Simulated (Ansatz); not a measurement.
**C2H6O (SMILES CCO): single points off equilibrium**

The atoms stand at a structure displaced at random from a GFN2-xTB minimum. How far do the functionals agree with CCSD(T) there?

The runs use Ansatz 0.2.0, Gaussian basis; single points in def2-TZVPP.

Cores are frozen in the correlated methods.

**1. Where the work starts**

SMILES `CCO`, 9 atoms, charge 0, spin multiplicity 1.

Atoms are counted from 1 here; the program's logs count them from 0.

Bond lengths: C1–C2 1.605 Å, C1–H4 1.162 Å, C1–H5 0.931 Å, C1–H6 1.090 Å, C2–O3 1.333 Å, C2–H7 1.131 Å, C2–H8 1.115 Å, O3–H9 0.982 Å. Angles: C2–C1–H4 106.1°, C2–C1–H5 111.4°, C2–C1–H6 109.8°, H4–C1–H5 121.4°, H4–C1–H6 100.7°, H5–C1–H6 106.6°, C1–C2–O3 110.1°, C1–C2–H7 107.7°, C1–C2–H8 114.6°, O3–C2–H7 104.1°, O3–C2–H8 109.0°, H7–C2–H8 110.8°, C2–O3–H9 112.8°.

Geometry (Å):

```
C    -0.5351    0.6266   -0.5211
C     0.3285   -0.6172    0.0114
O     1.1717   -0.2164    0.9627
H    -1.2899    0.1894   -1.2895
H     0.0082    1.3518   -0.7337
H    -1.2156    0.9651    0.2607
H     1.0038   -0.9538   -0.8312
H    -0.2766   -1.4693    0.3986
H     0.7127    0.0816    1.7778
```

**2. CCSD(T)/def2-TZVPP**

Contents of run/in.yaml:

```yaml
crystal:
  periodic: [false, false, false]
  atoms:
    - {symbol: C, position_ang: [-0.535100, 0.626600, -0.521100]}
    - {symbol: C, position_ang: [0.328500, -0.617200, 0.011400]}
    - {symbol: O, position_ang: [1.171700, -0.216400, 0.962700]}
    - {symbol: H, position_ang: [-1.289900, 0.189400, -1.289500]}
    - {symbol: H, position_ang: [0.008200, 1.351800, -0.733700]}
    - {symbol: H, position_ang: [-1.215600, 0.965100, 0.260700]}
    - {symbol: H, position_ang: [1.003800, -0.953800, -0.831200]}
    - {symbol: H, position_ang: [-0.276600, -1.469300, 0.398600]}
    - {symbol: H, position_ang: [0.712700, 0.081600, 1.777800]}
basis:
  gaussian: {orbitals: def2-TZVPP}
correlation: {method: ccsd_t}
output: {forces: true}
```

No record of the launch command was kept for these runs.

**3. PBE0-D4/def2-TZVPP**

Edit run/in.yaml of step 2 so:

```diff
@@ -14,3 +14,3 @@
   gaussian: {orbitals: def2-TZVPP}
-correlation: {method: ccsd_t}
-output: {forces: true}
+hamiltonian: {xc: pbe0, dispersion: d4}
+output: {forces: true, orbitals: {seedname: orbitals}}
```

**4. wB97M-V/def2-TZVPP**

Edit run/in.yaml of step 3 so:

```diff
@@ -14,3 +14,3 @@
   gaussian: {orbitals: def2-TZVPP}
-hamiltonian: {xc: pbe0, dispersion: d4}
-output: {forces: true, orbitals: {seedname: orbitals}}
+hamiltonian: {xc: {name: wB97M-V}}
+output: {forces: true}
```

**5. r2SCAN-D4/def2-TZVPP**

Edit run/in.yaml of step 4 so:

```diff
@@ -14,3 +14,3 @@
   gaussian: {orbitals: def2-TZVPP}
-hamiltonian: {xc: {name: wB97M-V}}
+hamiltonian: {xc: r2scan, dispersion: d4}
 output: {forces: true}
```

**6. PBE-D4/def2-TZVPP**

Edit run/in.yaml of step 5 so:

```diff
@@ -14,3 +14,3 @@
   gaussian: {orbitals: def2-TZVPP}
-hamiltonian: {xc: r2scan, dispersion: d4}
+hamiltonian: {xc: pbe, dispersion: d4}
 output: {forces: true}
```

**7. BLYP-D4/def2-TZVPP**

Edit run/in.yaml of step 6 so:

```diff
@@ -14,3 +14,3 @@
   gaussian: {orbitals: def2-TZVPP}
-hamiltonian: {xc: pbe, dispersion: d4}
+hamiltonian: {xc: {name: BLYP}, dispersion: d4}
 output: {forces: true}
```

**8. wB97X-V/def2-TZVPP**

Edit run/in.yaml of step 7 so:

```diff
@@ -14,3 +14,3 @@
   gaussian: {orbitals: def2-TZVPP}
-hamiltonian: {xc: {name: BLYP}, dispersion: d4}
+hamiltonian: {xc: {name: wB97X-V}}
 output: {forces: true}
```

(Steps that only read results are left out.)

What does the calculation give? Wanted: energy less free atoms, CCSD(T)/def2-TZVPP; RMS force component; RMS force error; HOMO and LUMO, PBE0-D4; T1 diagnostic.

As calculated:

| quantity | value |
| --- | --- |
| energy less free atoms, CCSD(T)/def2-TZVPP | -3208.6 kJ/mol |
| RMS force component | 2.926 to 3.028 eV/Å over the methods |
| RMS force error | PBE0-D4 0.149, wB97M-V 0.069, r2SCAN-D4 0.098, PBE-D4 0.199, BLYP-D4 0.197, wB97X-V 0.064 eV/Å |
| HOMO and LUMO, PBE0-D4 | -7.56 and 0.95 eV |
| T1 diagnostic | 0.009 |

**Reading.** Against CCSD(T) the functionals' energies less atoms differ by -133.7 to -68.1 kJ/mol, PBE-D4 by -133.7 kJ/mol. CCSD(T) in triple zeta still lacks some correlation energy of the bonds, so part of these gaps is its own basis error and they don't rank the functionals. For forces wB97X-V does best and PBE-D4 worst. Frozen-core CCSD(T) forces in triple zeta carry basis errors of their own, and this is one geometry, so small gaps rank nothing.
